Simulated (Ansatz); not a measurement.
# CH₂AlSi radical (SMILES [C]#[Si][AlH2]): functionals against CCSD(T) at one geometry

Aim: energy, forces and dipole at a structure displaced at random from a GFN2-xTB minimum, from CCSD(T) and from density functionals.

Computed with Ansatz 0.2.0, Gaussian basis. Level: single points in def2-TZVPP.

Cores are frozen in the correlated methods. Orbitals are unrestricted.

## 1. Starting geometry

5 atoms, charge 0, spin multiplicity 2.

Atoms are counted from 1 here; the program's logs count them from 0.

Bond lengths: C1–Si2 1.744 Å, Si2–Al3 2.400 Å, Al3–H4 1.585 Å, Al3–H5 1.578 Å. Angles: C1–Si2–Al3 179.4°, Si2–Al3–H4 127.6°, Si2–Al3–H5 126.7°, H4–Al3–H5 105.8°.

Geometry (Å):

```
C     0.27530   -1.99800    2.52010
Si    0.13020   -0.91060    1.16490
Al   -0.09360    0.57520   -0.70690
H    -1.12020    0.46660   -1.90930
H     0.76300    1.86960   -0.98970
```

## 2. CCSD(T)/def2-TZVPP

run/in.yaml

```yaml
crystal:
  periodic: [false, false, false]
  atoms:
    - {symbol: C, position_ang: [0.275300, -1.998000, 2.520100]}
    - {symbol: Si, position_ang: [0.130200, -0.910600, 1.164900]}
    - {symbol: Al, position_ang: [-0.093600, 0.575200, -0.706900]}
    - {symbol: H, position_ang: [-1.120200, 0.466600, -1.909300]}
    - {symbol: H, position_ang: [0.763000, 1.869600, -0.989700]}
basis:
  gaussian: {orbitals: def2-TZVPP}
magnetization: {spin_polarized: true, initial_magnetization: 1}
correlation: {method: ccsd_t}
scf: {omitted_lower_state_checks: [cluster_reference]}
output: {forces: true}
```

No record of the launch command was kept for these runs.

## 3. PBE0-D4/def2-TZVPP

run/in.yaml: that of step 2 with these lines changed.

```diff
@@ -11,4 +11,3 @@
 magnetization: {spin_polarized: true, initial_magnetization: 1}
-correlation: {method: ccsd_t}
-scf: {omitted_lower_state_checks: [cluster_reference]}
-output: {forces: true}
+hamiltonian: {xc: pbe0, dispersion: d4}
+output: {forces: true, orbitals: {seedname: orbitals}}
```

## 4. wB97M-V/def2-TZVPP

run/in.yaml: that of step 3 with these lines changed.

```diff
@@ -11,3 +11,3 @@
 magnetization: {spin_polarized: true, initial_magnetization: 1}
-hamiltonian: {xc: pbe0, dispersion: d4}
-output: {forces: true, orbitals: {seedname: orbitals}}
+hamiltonian: {xc: {name: wB97M-V}}
+output: {forces: true}
```

## 5. r2SCAN-D4/def2-TZVPP

run/in.yaml: that of step 4 with these lines changed.

```diff
@@ -11,3 +11,3 @@
 magnetization: {spin_polarized: true, initial_magnetization: 1}
-hamiltonian: {xc: {name: wB97M-V}}
+hamiltonian: {xc: r2scan, dispersion: d4}
 output: {forces: true}
```

## 6. PBE-D4/def2-TZVPP

run/in.yaml: that of step 5 with these lines changed.

```diff
@@ -11,3 +11,3 @@
 magnetization: {spin_polarized: true, initial_magnetization: 1}
-hamiltonian: {xc: r2scan, dispersion: d4}
+hamiltonian: {xc: pbe, dispersion: d4}
 output: {forces: true}
```

## 7. r2SCANh-D4/def2-TZVPP

run/in.yaml: that of step 6 with these lines changed.

```diff
@@ -11,3 +11,3 @@
 magnetization: {spin_polarized: true, initial_magnetization: 1}
-hamiltonian: {xc: pbe, dispersion: d4}
+hamiltonian: {xc: {name: r2SCANh}, dispersion: d4}
 output: {forces: true}
```

## 8. revPBE-D4/def2-TZVPP

run/in.yaml: that of step 7 with these lines changed.

```diff
@@ -11,3 +11,3 @@
 magnetization: {spin_polarized: true, initial_magnetization: 1}
-hamiltonian: {xc: {name: r2SCANh}, dispersion: d4}
+hamiltonian: {xc: {name: revPBE}, dispersion: d4}
 output: {forces: true}
```

(Steps that only read results are left out.)

Before running it: what results should come out? Wanted: energy less free atoms, CCSD(T)/def2-TZVPP; RMS force component; RMS force error; HOMO and LUMO, PBE0-D4; T1 diagnostic.

As calculated:

| quantity | value |
| --- | --- |
| energy less free atoms, CCSD(T)/def2-TZVPP | -1053.9 kJ/mol |
| RMS force component | 0.324 to 1.134 eV/Å over the methods |
| RMS force error | PBE0-D4 1.082, wB97M-V 0.913, r2SCAN-D4 1.141, PBE-D4 1.256, r2SCANh-D4 1.110, revPBE-D4 1.300 eV/Å |
| HOMO and LUMO, PBE0-D4 | -6.73 and -4.35 eV |
| T1 diagnostic | 0.083 |

In words: Against CCSD(T) the functionals' energies less atoms differ by -107.5 to -47.0 kJ/mol, PBE-D4 by -107.5 kJ/mol. The reference is not at the basis limit: in triple zeta CCSD(T) underbinds, which counts against methods that bind more; the gaps are no ranking. On forces the order runs from wB97M-V to revPBE-D4. Frozen-core CCSD(T) forces in triple zeta carry basis errors of their own, and this is one geometry, so small gaps rank nothing. The T1 diagnostic is large here, over the usual mark for main-group molecules (transition-metal compounds often pass it harmlessly), so CCSD(T) itself may be off. The unrestricted reference is spin-contaminated, which hurts MP2 most.
